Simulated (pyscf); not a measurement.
`[SiH3][O][SiH3]` + `[H][H]` -> `[SiH3][O][SiH3]` + `[H][H]` (four-centre exchange; singlet surface; H–Si, H–H broken, H–Si, H–H formed). Optimised with ωB97X-D3(BJ)/def2-SVP in PySCF. Energies in eV from the separated reactants.

```tsv
level	barrier	reaction energy
ωB97X-D3(BJ)/def2-TZVP	2.56	0.00
PBE/def2-TZVP	[?]	0.00
B3LYP-D3(BJ)/def2-TZVP	[?]	0.00
M06-2X/def2-TZVP	2.63	0.00
ωB97M-D3(BJ)/def2-TZVP	2.49	0.00
HF/def2-TZVP	3.53	0.00
```

Task: Complete the blanks.

Result: 
- PBE/def2-TZVP, barrier: 2.09
- B3LYP-D3(BJ)/def2-TZVP, barrier: 2.52

The functionals in the table span 0.54 eV in this barrier, from PBE to M06-2X. At the saddle there is also a short H–Si contact that neither side keeps. One saddle was located; it need not be the lowest between these sides.
